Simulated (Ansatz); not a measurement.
**A cut through the energy surface**

CH₃FO (SMILES OCF), singlet, at its PBE0-D4/def2-TZVP minimum:

| atom | x (Å) | y (Å) | z (Å) |
| --- | --- | --- | --- |
| O1 | -0.7940 | -0.6972 | -0.2474 |
| C2 | 0.2502 | 0.0490 | 0.2308 |
| F3 | -0.0941 | 1.3832 | 0.3238 |
| H4 | -0.9287 | -0.4951 | -1.1780 |
| H5 | 1.1368 | 0.0049 | -0.4125 |
| H6 | 0.4721 | -0.3088 | 1.2373 |

The angle H4–O1–C2 (109.3° at the minimum) is set to the values below, H4, with anything bonded beyond it, turning rigidly in the plane of the angle. Each method's energies count from its own value at the PBE0-D4 minimum structure. Computed with Ansatz 0.2.0 (basis: def2-TZVPP); correlated methods freeze the cores. B3LYP uses VWN-RPA correlation.

```tsv
angle (°)	CCSD(T) (kJ/mol)	B3LYP-D4 (kJ/mol)	MP2 (kJ/mol)
91.3	25.6	28.7	25.1
95.8	13.6	16.0	13.3
100.3	5.6	7.2	5.4
104.8	1.1	1.9	1.1
109.3	0.0	0.0	0.0
113.8	1.9	1.1	1.9
118.3	6.5	4.8	6.4
122.8	13.5	10.9	13.3
127.3	22.6	19.0	22.2
```

Minimum and curvature along this coordinate at CCSD(T): A fifth-order fit through the nearest points gives 108.6°, with a curvature of about 1.6 meV/deg².

Largest difference from the CCSD(T) curve over the scan: PBE-D4 2.7; r2SCAN-D4 1.6; PBE0-D4 2.3; wB97M-V 2.4 kJ/mol. Each curve counts from its own value at the minimum.

T1 diagnostic: at most 0.012.

For scale, one of the runs: CCSD(T)/def2-TZVPP, 135 basis functions (an equivalent command: `ansatz run in.yaml --threads 2`). The run took 22 s on 2 CPU threads (shared host), with 0.79 GiB of host memory at its peak.
